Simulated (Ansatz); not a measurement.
# BSiP+ (doublet): from Hartree-Fock to the top rungs, cc-pVTZ

One table from this session's results is given with a row withheld; the runs are named, their logs left out.

Method: cc-pVTZ, core rule «outside noble gas», up to 11 orbitals frozen; program: Ansatz 0.2.0, Gaussian basis.

The runs, in order: UHF; CCSD(T) on ROHF; CCSD(T) on UHF; BCCD(T) on ROHF; CCSDT(Q) on ROHF; CCSDT(Q) on UHF; CASSCF and NEVPT2, 11 electrons in 12 orbitals.

6 further runs of the same task are left out: 6 set aside as unsound or not needed.

### What is computed

The geometry is a PBE0/def2-TZVP stationary point (not a proven minimum) of the parent state, kept for this charge and spin.

3 atoms, charge 1, spin multiplicity 2.

Atoms are counted from 1 here; the program's logs count them from 0.

Bond lengths: P1–B2 1.761 Å, B2–Si3 1.939 Å. Angles: P1–B2–Si3 180.0°.

As a file:

```csv
atom,x (Å),y (Å),z (Å)
P1,0.0000,0.0000,-1.8204
B2,0.0000,0.0000,-0.0592
Si3,0.0000,0.0000,1.8796
```

The first run:

in.yaml reads:

```yaml
crystal:
  periodic: [false, false, false]
  atoms:
    - {symbol: P, position_ang: [0.000000, 0.000000, -1.820400]}
    - {symbol: B, position_ang: [0.000000, 0.000000, -0.059200]}
    - {symbol: Si, position_ang: [0.000000, 0.000000, 1.879600]}
basis:
  gaussian: {orbitals: cc-pVTZ}
total_charge: 1
magnetization: {spin_polarized: true, initial_magnetization: 1}
hamiltonian: {xc: hf}
output: {orbitals: {seedname: orbitals}}
```

Command:

```
$ ansatz run in.yaml --threads 1 --pin off --events-out ev --progress --plain --max-ram 4096MiB --backend cpu
```

Steps of the session up to this table: UHF; CCSD(T) on ROHF; CCSD(T) on UHF; BCCD(T) on ROHF; CCSDT(Q) on ROHF; CCSDT(Q) on UHF; CASSCF and NEVPT2, 11 electrons in 12 orbitals.

One table of the session follows, with a row left open; its other results are not shown here.

It belongs to the step «Misses and costs». 

| method | from RCCSDT(Q) (kcal/mol) |
| --- | --- |
| ROHF | +210.96 |
| UHF | +195.67 |
| RMP2 | +39.75 |
| UMP2 | +53.83 |
| RCCSD | +16.06 |
| UCCSD | +16.73 |
| RCCSD(T) | +2.84 |
| UCCSD(T) | +4.85 |
| BCCD(T) | +2.83 |
| RCCSDT | +1.50 |
| UCCSDT | +1.53 |
| RCCSDT(Q) | 0 |
| UCCSDT(Q) | ? |
| CASSCF valence | +126.99 |
| NEVPT2 valence | +28.89 |

**Question.** Estimate the row for UCCSDT(Q).

**Answer.** from RCCSDT(Q) (kcal/mol): -0.36. In the column «from RCCSDT(Q) (kcal/mol)» it is the lowest.

Caveats from the session: The determinant is far from a pure spin state, so its energy mixes those of several spin states (harmless only where they are near-degenerate, as at dissociation). Restricted and unrestricted rows rest on different reference determinants; where their highest levels disagree by more than a few hundredths of an eV, they describe different states and don't form one ladder.
